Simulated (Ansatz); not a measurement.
**SiPH₃ (triplet): the correlation ladder at a displaced geometry (v2), cc-pVDZ**

An exercise on one series of results from a longer session: the logs are not shown, and one member is left open.

Program: Ansatz 0.2.0, Gaussian basis. Level of theory: cc-pVDZ, core rule «outside noble gas», up to 10 orbitals frozen. These are calculated values, not measurements.

The runs, in order: UHF; CCSD(T) on ROHF; CCSD(T) on UHF; BCCD(T) on ROHF; CISD as a restricted active space (open shells left free, so some higher excitations enter); CCSDT(Q) on ROHF; CCSDT(Q) on UHF.

30 further runs of the same task are left out: 2 for a known fault of the program, 11 that didn't finish, 17 set aside as unsound or not needed. Runs told in other sessions of the task aren't counted.

## The system

The geometry is a PBE0/def2-TZVP stationary point (not a proven minimum) with its atoms shifted at random (size 0.100 Å).

5 atoms, charge 0, spin multiplicity 3.

Atoms are counted from 1 here; the program's logs count them from 0.

Bond lengths: Si1–P2 2.080 Å, Si1–H3 1.500 Å, Si1–H4 1.547 Å, Si1–H5 1.640 Å. Angles: P2–Si1–H3 113.4°, P2–Si1–H4 109.5°, P2–Si1–H5 112.7°, H3–Si1–H4 108.9°, H3–Si1–H5 107.1°, H4–Si1–H5 104.8°.

The first run:

in.yaml

```yaml
crystal:
  periodic: [false, false, false]
  atoms:
    - {symbol: Si, position_ang: [-1.009492, -0.008949, -0.002532]}
    - {symbol: P, position_ang: [1.070634, 0.015925, 0.004265]}
    - {symbol: H, position_ang: [-1.621843, 1.360368, 0.004303]}
    - {symbol: H, position_ang: [-1.520739, -0.792611, 1.229022]}
    - {symbol: H, position_ang: [-1.628997, -0.807756, -1.293844]}
basis:
  gaussian: {orbitals: cc-pVDZ}
magnetization: {spin_polarized: true, initial_magnetization: 2}
hamiltonian: {xc: hf}
output: {orbitals: {seedname: orbitals}}
```

Command:

```console
> ansatz run in.yaml --threads 1 --pin off --events-out ev --progress --plain --max-ram 2393MiB
```

Among the steps run: UHF; CCSD(T) on ROHF; CCSD(T) on UHF; BCCD(T) on ROHF; CISD as a restricted active space (open shells left free, so some higher excitations enter); CCSDT(Q) on ROHF; CCSDT(Q) on UHF.

One of the session's tables, all rows but one given; the rest of the session is left out.

It belongs to the step «Misses and costs». 

| method | from UCCSDT(Q) (meV) |
| --- | --- |
| ROHF | +6430.1 |
| UHF | +6271.0 |
| RMP2 | +1336.2 |
| UMP2 | +1361.5 |
| CISD | +725.7 |
| RCCSD | +196.0 |
| UCCSD | +191.7 |
| RCCSD(T) | ? |
| UCCSD(T) | +39.6 |
| BCCD(T) | +38.9 |
| RCCSDT | +8.2 |
| UCCSDT | +7.7 |
| RCCSDT(Q) | +0.5 |
| UCCSDT(Q) | 0 |

Q: Estimate the row for RCCSD(T) from the others.

As computed: from UCCSDT(Q) (meV): +40.0. In the column «from UCCSDT(Q) (meV)» it lies between UCCSD(T) (+39.6) and UCCSD (+191.7).

To keep in mind: Restricted and unrestricted rows rest on different reference determinants; a gap between their highest levels can come from leftover correlation error, from unlike frozen cores or from another state.
